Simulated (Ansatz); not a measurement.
C4H8O, SMILES `C=CCCO`, relaxed with RKS PBE-D4/def2-SVP in the Gaussian-basis code of Ansatz from a rough embedded geometry. The force threshold is 0.03 eV/Å; the program also tests the step.

The species carries charge 0 and has multiplicity 1.

Start:

```xyz
13

C     0.056    1.967    0.734
C     0.482    0.892   -0.004
C    -0.409   -0.048   -0.667
C    -0.404   -1.428   -0.045
O     0.821   -2.102   -0.237
H    -0.982    2.183    0.823
H     0.757    2.649    1.211
H     1.533    0.751   -0.099
H    -1.454    0.310   -0.735
H    -0.091   -0.087   -1.763
H    -1.199   -2.052   -0.515
H    -0.596   -1.426    1.000
H     1.486   -1.608    0.295
```

Task: How much energy does the relaxation release, and in how many steps? (An estimate is asked.)

Result: The calculation gave: 26.82 kJ/mol, in 7 steps, 1 of them rejected.

Task: Which bonds change most? (An estimate is asked.)

Result: Computed: C4–H12 from 1.062 to 1.118 Å; C2–C3 from 1.456 to 1.502 Å; C2–H8 from 1.065 to 1.107 Å; C1–H6 from 1.065 to 1.103 Å.

Task: Give the relaxed structure. (Best estimate.)

Result: The calculation gave: 
```xyz
13

C     0.097    1.992    0.717
C     0.468    0.922   -0.008
C    -0.461   -0.046   -0.683
C    -0.382   -1.469   -0.095
O     0.902   -2.054   -0.204
H    -0.966    2.253    0.850
H     0.837    2.652    1.196
H     1.548    0.709   -0.124
H    -1.510    0.316   -0.613
H    -0.202   -0.113   -1.763
H    -1.075   -2.132   -0.656
H    -0.743   -1.445    0.963
H     1.486   -1.585    0.420
```
